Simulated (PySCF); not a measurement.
EPR parameters of C3HF

Species: C3HF (triplet state).
Geometry (GFN2-xTB, Å), atoms numbered from 1 in this order:
```
atom  x, y, z in Å
C1     1.076   -0.612   -0.346
C2     0.028   -0.010   -0.008
C3    -0.945    0.492    0.649
F4    -2.047    1.184    0.643
H5     1.898   -1.050   -0.826
```

The hyperfine couplings belong to this conformer and change with its torsions.

Identity: `C#C[C]F` [triplet].

Computed, not measured: UKS B3LYP, pcH-1 on C F H, non-relativistic, mean-field spin-orbit, GIAO in PySCF 2.14.0. The structure is a single GFN2-xTB conformer in the gas phase; no vibrational or solvent corrections. This triplet need not be the ground state; the singlet was not compared here. A GFN2-xTB geometry isn't a minimum of the functional, and hyperfine couplings can be far from their values at a DFT geometry.

- g1, g2, g3: 2.00215, 2.00303, 2.00309
- g_iso: 2.00276
- Form of g: close to axial: the two nearest values differ by 6 % of g3 − g1
- ⟨S²⟩: 2.0581 (exact 2.0000)
- HOMO–LUMO gap, α and β orbitals: 5.80, 6.12 eV

Hyperfine couplings atom by atom, in MHz; T1 to T3 are the principal values of the dipolar part:

```json
{"atom": "C1", "isotope": "13C", "a_iso": "55.9", "T1": "-48.6", "T2": "16.8", "T3": "31.8", "Mulliken spin population": "1.17"}
{"atom": "C2", "isotope": "13C", "a_iso": "-34.3", "T1": "-14.4", "T2": "-11.4", "T3": "25.8", "Mulliken spin population": "-0.46"}
{"atom": "C3", "isotope": "13C", "a_iso": "205.6", "T1": "-58.4", "T2": "27.8", "T3": "30.6", "Mulliken spin population": "1.24"}
{"atom": "F4", "isotope": "19F", "a_iso": "182.7", "T1": "-201.8", "T2": "74.5", "T3": "127.3", "Mulliken spin population": "0.09"}
{"atom": "H5", "isotope": "1H", "a_iso": "-44.1", "T1": "-13.3", "T2": "-10.1", "T3": "23.4", "Mulliken spin population": "-0.05"}
```

The Mulliken spin populations are largest on C3 (+1.24), C1 (+1.17), C2 (-0.46) and F4 (+0.09).

Axes: g1 points within 8° of the C1–C2 bond and g2 is normal to the molecular plane.

The 13C coupling of C3 (205.6 MHz) shows only in satellite lines or after enrichment, since that isotope makes up about 1.07 % of natural carbon.

Examples of negative spin density at the nucleus (bohr⁻³): C2 (-0.0610) and H5 (-0.0197).
